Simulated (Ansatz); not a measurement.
**Europium, bcc under LDA: how the Gaussian smearing moves the result**

How small must the Gaussian smearing width be for energy and pressure and moments to settle? The geometry was relaxed under LDA beforehand and stays fixed; 7 values are run, from 0.01 to 1.0 eV. Wanted are the values from which on the energy stays within 10 and 1 meV/atom, and the pressure within 0.5 GPa, of the narrowest run. Within the series other settings stay, but some runs also write fields, which adds to their time. The moments start as that relaxation left them.

Computed with Ansatz 0.2.0 (DFT LDA, plane waves with PAW, scalar-relativistic, unless a step says otherwise).

## 1. The structure to begin with

Symmetry: Im-3m, No. 229, cubic system. The conventional cell has a = 4.109 Å, b = 4.109 Å, c = 4.109 Å, α = 90.00°, β = 90.00°, γ = 90.00°. Eu (site symmetry m-3m) is surrounded by 8 Eu at 3.56 Å.

Structure file:

```
Eu
1.0
    -2.05443    2.05443    2.05443
     2.05443   -2.05443    2.05443
     2.05443    2.05443   -2.05443
Eu
1
Cartesian
  0.0000 0.0000 0.0000
```

Starting moments (μB): +6.93.

## 2. With a width of 0.01 eV

The run at 0.01 eV.

input.yaml reads:

```yaml
crystal:
  lattice:
    - [-2.0544259245, 2.0544259245, 2.0544259245]
    - [2.0544259245, -2.0544259245, 2.0544259245]
    - [2.0544259245, 2.0544259245, -2.0544259245]
  atoms:
    - { symbol: Eu, position: [0.0, 0.0, 0.0], spin: 6.925 }
hamiltonian:
  xc: lda
  pseudopotentials:
    kind: paw
    azcp:
      Eu: "pseudopotentials/Eu.paw.azcp"
basis:
  ecutwfc: 420
  fft_grid_basis: typed
kpoints:
  mp_grid: { grid: [11, 11, 11], shift: [0, 0, 0] }
magnetization:
  spin_polarized: true
scf:
  occupations: { method: gaussian, width: 0.01 }
  lower_state_search: "off"
output:
  stress: true
```

Run with:

```console
$ ansatz run input.yaml --threads 2 --pin off --max-ram 5120MiB --backend cpu --events-out ev --progress --plain --runs-dir out
```

## 3. With a width of 0.03 eV

The run at 0.03 eV.

input.yaml: that of step 2 with these lines changed.

```diff
@@ -21,3 +21,3 @@
 scf:
-  occupations: { method: gaussian, width: 0.01 }
+  occupations: { method: gaussian, width: 0.03 }
   lower_state_search: "off"
@@ -25 +25,5 @@
   stress: true
+  write_density: true
+  write_potential: true
+  elf: true
+  volumetric_format: npy
```

## 4. With a width of 0.1 eV

The run at 0.1 eV.

input.yaml: that of step 3 with these lines changed.

```diff
@@ -21,3 +21,3 @@
 scf:
-  occupations: { method: gaussian, width: 0.03 }
+  occupations: { method: gaussian, width: 0.1 }
   lower_state_search: "off"
@@ -25,5 +25 @@
   stress: true
-  write_density: true
-  write_potential: true
-  elf: true
-  volumetric_format: npy
```

## 5. With a width of 0.2 eV

The run at 0.2 eV.

input.yaml: that of step 4 with these lines changed.

```diff
@@ -21,3 +21,3 @@
 scf:
-  occupations: { method: gaussian, width: 0.1 }
+  occupations: { method: gaussian, width: 0.2 }
   lower_state_search: "off"
```

## 6. With a width of 0.3 eV

The run at 0.3 eV.

input.yaml: that of step 5 with these lines changed.

```diff
@@ -21,3 +21,3 @@
 scf:
-  occupations: { method: gaussian, width: 0.2 }
+  occupations: { method: gaussian, width: 0.3 }
   lower_state_search: "off"
```

## 7. With a width of 0.6 eV

The run at 0.6 eV.

input.yaml: that of step 6 with these lines changed.

```diff
@@ -21,3 +21,3 @@
 scf:
-  occupations: { method: gaussian, width: 0.3 }
+  occupations: { method: gaussian, width: 0.6 }
   lower_state_search: "off"
```

## 8. With a width of 1.0 eV

The run at 1.0 eV.

input.yaml: that of step 7 with these lines changed.

```diff
@@ -21,3 +21,3 @@
 scf:
-  occupations: { method: gaussian, width: 0.6 }
+  occupations: { method: gaussian, width: 1.0 }
   lower_state_search: "off"
```

(Steps that only read results are left out.)

Q: Predict the outcome of this session.

The runs gave:

| quantity | value |
| --- | --- |
| E(σ → 0) stays within 10 meV/atom of 0.01 eV | up to 0.3 eV |
| E(σ → 0) stays within 1 meV/atom | up to 0.1 eV |
| pressure stays within 0.5 GPa | up to 1.0 eV |
| pressure at 0.01 eV | -0.01 GPa |
| energy of a separate run on a finer mesh (14×14×14) | -1.3 meV/atom from 0.01 eV |

What this shows: The far end, 1.0 eV, lies +20.2 meV/atom and +0.5 GPa from the yardstick. The free energy F moves by -562.3 meV/atom over the range, and the estimate for σ → 0 by +20.2. In theory F falls as the square of the width under this scheme, but here the ratio is not steady: the mesh at narrow widths, or a density of states that varies over the wide ones, can both cause that. The mesh (11×11×11) is fixed, so the narrowest widths carry a k-point error of their own. The largest moment goes from 6.94 μB at 0.01 eV to 6.88 μB at 1.0 eV. The yardstick itself is unsettled by 1.3 meV/atom against the finer mesh, so the thresholds above hold only within this series, and wider smearing, which averages over more states, can land nearer the fine-mesh value than the narrowest does. The cell taken over is 26 % smaller than the measured one (47.13 Å³/atom, COD), which weighs on all values here. Open f shells have many self-consistent states; this one is what the start led to.
